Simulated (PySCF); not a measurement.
**LiP⁺: input and log**

State: ⁴Σ⁻ (quartet), unpaired electrons σ ↑, π ↑↑.

An equivalent input (the run itself took its basis sets from the Basis Set Exchange, started from a PBE0 density and held the occupation σ 6α 5β, πx 2α 1β, πy 2α 1β):

```python
from pyscf import gto, dft
mol = gto.M(atom='Li 0 0 0; P 0 0 2.64', basis={'Li': 'pcseg-2', 'P': 'pcseg-2'},
            charge=1, spin=3, verbose=4, symmetry='C2v')
mf = dft.UKS(mol, xc='PBE_R,PBE')
mf.grids.atom_grid = (80, 434)
mf.grids.prune = dft.gen_grid.treutler_prune
mf.irrep_nelec = {'A1': (6, 5), 'B1': (2, 1), 'B2': (2, 1)}
mf.conv_tol = 1e-9
mf.max_cycle = 60
mf.diis_space = 10
mf.kernel()
```

The log (some set-up lines and the per-cycle HOMO/LUMO lines removed):

```
******** <class 'pyscf.dft.uks_symm.SymAdaptedUKS'> ********
method = SymAdaptedUKS
damping factor = 0
level_shift factor = 0
DIIS = <class 'pyscf.scf.diis.CDIIS'>
diis_start_cycle = 1
diis_space = 10
diis_damp = 0
SCF conv_tol = 1e-09
SCF conv_tol_grad = None
SCF max_cycles = 60
number electrons alpha = 10  beta = 7
Set gradient conv threshold to 3.16228e-05
init E= -348.503606847788
cycle= 1 E= -348.503913290286  delta_E= -0.000306  |g|= 0.00867  |ddm|= 0.104
cycle= 2 E= -348.503920964165  delta_E= -7.67e-06  |g|= 0.004  |ddm|= 0.0142
cycle= 3 E= -348.503926110728  delta_E= -5.15e-06  |g|= 0.000772  |ddm|= 0.00567
cycle= 4 E= -348.503926556351  delta_E= -4.46e-07  |g|= 0.000141  |ddm|= 0.0011
cycle= 5 E= -348.503926567802  delta_E= -1.15e-08  |g|= 1.95e-05  |ddm|= 0.00017
cycle= 6 E= -348.503926568322  delta_E= -5.2e-10  |g|= 3.11e-06  |ddm|= 4.35e-05
Extra cycle  E= -348.503926568335  delta_E= -1.3e-11  |g|= 1.35e-06  |ddm|= 7.05e-06
converged SCF energy = -348.503926568335  <S^2> = 3.7503104  2S+1 = 4.0001552
```

Repeating this along the bond gives Re = 2.667 Å and ωe = 249 cm⁻¹.

A point of this curve took 0.26 CPU seconds beside 0.078 for the integrals (shared host).

The state is the lowest determinant that a PBE0 search found; another state may lie lower at other levels.
